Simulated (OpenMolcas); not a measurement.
CH7BSi (SMILES CB[SiH3]): methods side by side

The species is CH7BSi (10 atoms), meant as a singlet with charge 0. SMILES: `CB[SiH3]`. The shape is that of a PBE0-D4/def2-TZVP optimisation.

Quantity: the dipole moment, in D. The values are calculated.

```json
{"level": "HF/6-311+G**", "kind": "Hartree–Fock", "program": "OpenMolcas", "value (D)": "1.14", "CPU time": "39 s"}
{"level": "SVWN5/6-311+G**", "kind": "LDA", "program": "OpenMolcas", "value (D)": "1.22", "CPU time": "80 s"}
{"level": "BLYP/6-311+G**", "kind": "GGA", "program": "OpenMolcas", "value (D)": "1.20", "CPU time": "76 s"}
{"level": "TPSS/6-311+G**", "kind": "meta-GGA", "program": "OpenMolcas", "value (D)": "1.19", "CPU time": "2 min"}
{"level": "r2SCAN/6-311+G**", "kind": "meta-GGA", "program": "OpenMolcas", "value (D)": "1.21", "CPU time": "1.8 min"}
{"level": "B3LYP/6-311+G**", "kind": "global hybrid", "program": "OpenMolcas", "value (D)": "1.18", "CPU time": "98 s"}
{"level": "BHLYP/6-311+G**", "kind": "global hybrid", "program": "OpenMolcas", "value (D)": "1.16", "CPU time": "95 s"}
{"level": "PBE0/6-311+G**", "kind": "global hybrid", "program": "OpenMolcas", "value (D)": "1.20", "CPU time": "1.7 min"}
```

The values span 1.14 to 1.22 D. Magnitudes only. Times are those of the runs behind each value, whatever else they computed, on shared processors of several kinds: orders of magnitude only.
